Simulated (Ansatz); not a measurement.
Energy needed to pull apart CH3N2 (SMILES [N]=CN), doublet, into free ground-state atoms, from the structure below (displaced at random from a GFN2-xTB minimum); no zero-point or spin–orbit terms; open-shell atoms are treated unrestricted, in their ground-state multiplicity.

```
atom    x (Å)    y (Å)    z (Å)
  N1  -1.3879  -0.8427   0.5495
  C2  -0.3638  -0.5295  -0.0716
  N3   0.3379   0.6896  -0.0355
  H4   0.0177  -1.2686  -0.7897
  H5   1.2769   0.6594  -0.3874
  H6   0.1229   1.3061   0.7101
```

Program: Ansatz 0.2.0. Basis: def2-TZVPP. Cores are frozen in the correlated methods; orbitals are unrestricted.

| method | atomization energy (eV) |
| --- | --- |
| PBE-D4 | 23.69 |
| r2SCAN-D4 | ? |
| B97M-V | 22.61 |
| PBE0-D4 | 22.81 |
| LC-wPBE | 22.65 |
| wB97M-V | 22.71 |
| HF | 14.54 |
| MP2 | ? |
| CCSD | 21.14 |
| CCSD(T) | 21.59 |

Question: What does MP2 give? (An estimate is asked for; the value comes from the calculation.)

Answer: The calculation gives: 21.77 eV, which is about 0.18 eV more than CCSD(T)/def2-TZVPP.

Question: What does r2SCAN-D4 give? (Judge from chemistry; the value comes from the calculation.)

Answer: The calculation gives: 22.60 eV, which is about 1.00 eV more than CCSD(T)/def2-TZVPP.

In triple zeta the MP2 and coupled-cluster atomization energies are still short of their basis limit by a few kcal/mol a bond, whereas those of the functionals are nearly converged, so these differences are not deviations from converged CCSD(T).

The T1 diagnostic stays at or below 0.026. ⟨S²⟩ of the unrestricted Hartree–Fock references: 0.84 (a pure state has 0.75). The unrestricted reference is spin-contaminated, which hurts MP2 most.

For scale, one of the runs: CCSD(T)/def2-TZVPP forces, 135 basis functions (an equivalent command: `ansatz run in.yaml --threads 4`). Time: 2 min of wall clock on 4 CPU threads; the host was shared. Peak host memory: 3.1 GiB.
